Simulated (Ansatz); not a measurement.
# Si2HCl (SMILES [SiH]#[Si]Cl): one structure at several levels

The task here is to estimate one member of a computed series from the others.

Computed with Ansatz 0.2.0, Gaussian basis. Level: single points in def2-TZVPP.

Correlated methods freeze the cores.

## The system as given

SMILES `[SiH]#[Si]Cl`, 4 atoms, charge 0, spin multiplicity 1.

Atoms are counted from 1 here; the program's logs count them from 0.

Bond lengths: Si1–Si2 2.272 Å, Si1–H4 1.263 Å, Si2–Cl3 2.256 Å. Angles: Si2–Si1–H4 169.5°, Si1–Si2–Cl3 93.8°.

Geometry (Å):

```tsv
atom	x (Å)	y (Å)	z (Å)
Si1	-0.6358	0.2144	-0.8243
Si2	0.6202	-1.3387	0.2577
Cl3	1.5156	0.1619	1.6849
H4	-1.2800	1.2149	-1.2478
```

Set-up of the first run:

Contents of run/in.yaml:

```yaml
crystal:
  periodic: [false, false, false]
  atoms:
    - {symbol: Si, position_ang: [-0.635800, 0.214400, -0.824300]}
    - {symbol: Si, position_ang: [0.620200, -1.338700, 0.257700]}
    - {symbol: Cl, position_ang: [1.515600, 0.161900, 1.684900]}
    - {symbol: H, position_ang: [-1.280000, 1.214900, -1.247800]}
basis:
  gaussian: {orbitals: def2-TZVPP}
correlation: {method: ccsd_t}
output: {forces: true}
```

The command line of these runs was not kept.

Steps of the session up to this table: CCSD(T)/def2-TZVPP; PBE0-D4/def2-TZVPP; wB97M-V/def2-TZVPP; r2SCAN-D4/def2-TZVPP; PBE-D4/def2-TZVPP; revPBE-D4/def2-TZVPP; HSE06-D4/def2-TZVPP.

One table of the session follows, with a row left open; its other results are not shown here.

| method | RMS force component (eV/Å) | angle to CCSD(T) forces (°) | dipole (D) |
| --- | --- | --- | --- |
| CCSD(T) | 2.864 | reference | 3.32 |
| PBE0-D4 | 2.947 | 1.8 | 3.18 |
| wB97M-V | ? | ? | ? |
| r2SCAN-D4 | 2.920 | 1.5 | 3.08 |
| PBE-D4 | 2.946 | 1.9 | 2.83 |
| revPBE-D4 | 2.943 | 2.5 | 2.84 |
| HSE06-D4 | 2.946 | 1.7 | 3.16 |

Q: Estimate the row for wB97M-V from the others.

The run gave: RMS force component (eV/Å): 2.856; angle to CCSD(T) forces (°): 2.2; dipole (D): 3.26. In the column «RMS force component (eV/Å)» it is the lowest.
